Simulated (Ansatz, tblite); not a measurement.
**The cluster GeO₂: one state, many levels**

An exercise on one series of results from a longer session: the logs are not shown, and one member is left open.

Program: Ansatz 0.2.0, Gaussian basis. Level of theory: as each input shows. These are calculated values, not measurements.

The runs, in order: GFN1-xTB, GFN2-xTB, PBE-D4/def2-TZVP, r2SCAN-D4/def2-TZVP, BLYP-D4/def2-TZVP, r2SCAN0-D4/def2-TZVP, HSE06-D4/def2-TZVP, LC-ωPBE/def2-TZVP, ωB97M-V/def2-TZVP, PBE-D4/def2-SVP, PBE0-D4/def2-SVP, HF/STO-3G, PBE0-D4/def2-TZVPD, PBE-D4/def2-TZVPD, r2SCAN-D4/def2-TZVPD, CCSD(T)/def2-TZVPP, MP2/def2-TZVP, RPA/def2-TZVP, CCSD(T)/def2-TZVPD.

### The structure

The singlet was relaxed beforehand with PBE0-D4/def2-TZVP. At that level it is the lowest of the isomers that a small search found.

3 atoms, charge 0, spin multiplicity 1.

Bond lengths: Ge1–O2 1.613 Å, Ge1–O3 1.613 Å. Angles: O2–Ge1–O3 179.9°.

PBE0-D4/def2-TZVP was run before; its log isn't repeated, and its numbers join the tables.

The first run:

Tight binding, by tblite at 300 K electronic temperature and without a spin-polarisation term:

```python
tblite.interface.Calculator('GFN1-xTB', numbers, positions, charge=0, uhf=0).singlepoint()
```

Tight binding, by tblite at 300 K electronic temperature and without a spin-polarisation term:

```python
tblite.interface.Calculator('GFN2-xTB', numbers, positions, charge=0, uhf=0).singlepoint()
```

start.molden holds the orbitals of an earlier run on this state, given as this run's starting guess.

File in.yaml:

```yaml
crystal:
  periodic: [false, false, false]
  atoms:
    - {symbol: Ge, position_ang: [0.000097, -0.000416, -0.000733]}
    - {symbol: O, position_ang: [-1.411130, -0.745438, 0.232532]}
    - {symbol: O, position_ang: [1.411034, 0.745843, -0.231799]}
basis:
  gaussian: {orbitals: def2-TZVP, initial_orbitals: start.molden}
hamiltonian: {xc: pbe, dispersion: d4}
scf: {omitted_lower_state_checks: [starts]}
output: {forces: true, orbitals: {seedname: orbitals}}
```

Started as:

```console
$ ansatz run in.yaml --threads 4 --pin off --events-out ev --progress --plain --max-ram 3916MiB
```

Among the steps run: PBE-D4/def2-TZVP; r2SCAN-D4/def2-TZVP; BLYP-D4/def2-TZVP; r2SCAN0-D4/def2-TZVP; HSE06-D4/def2-TZVP; LC-ωPBE/def2-TZVP; ωB97M-V/def2-TZVP; PBE-D4/def2-SVP; PBE0-D4/def2-SVP; HF/STO-3G; PBE0-D4/def2-TZVPD; PBE-D4/def2-TZVPD; r2SCAN-D4/def2-TZVPD; CCSD(T)/def2-TZVPP; MP2/def2-TZVP; RPA/def2-TZVP; CCSD(T)/def2-TZVPD.

One table of the session follows, with a row left open; its other results are not shown here.

It belongs to the step «Levels side by side». 

```
               level  HOMO (eV)  gap (eV)
           HF/STO-3G      -7.58     13.88
     PBE-D4/def2-SVP      -7.56      3.71
    PBE-D4/def2-TZVP      -7.84      3.85
   PBE-D4/def2-TZVPD          ?         ?
   BLYP-D4/def2-TZVP      -7.74      3.75
 r2SCAN-D4/def2-TZVP      -8.21      4.34
r2SCAN-D4/def2-TZVPD      -8.25      4.30
    PBE0-D4/def2-SVP      -9.16      6.24
   PBE0-D4/def2-TZVP      -9.39      6.36
  PBE0-D4/def2-TZVPD      -9.44      6.27
r2SCAN0-D4/def2-TZVP      -9.66      6.70
  HSE06-D4/def2-TZVP      -8.98      5.58
   LC-ωPBE/def2-TZVP     -12.17     11.46
   ωB97M-V/def2-TZVP     -11.74     10.78
```

**Question.** Estimate the row for PBE-D4/def2-TZVPD.

As computed: HOMO (eV): -7.92; gap (eV): 3.80. In the column «HOMO (eV)» it lies between r2SCAN-D4/def2-TZVP (-8.21) and PBE-D4/def2-TZVP (-7.84).

Caveats from the session: † marks a level with a doubtful state (flagged, unstable or spin-contaminated).
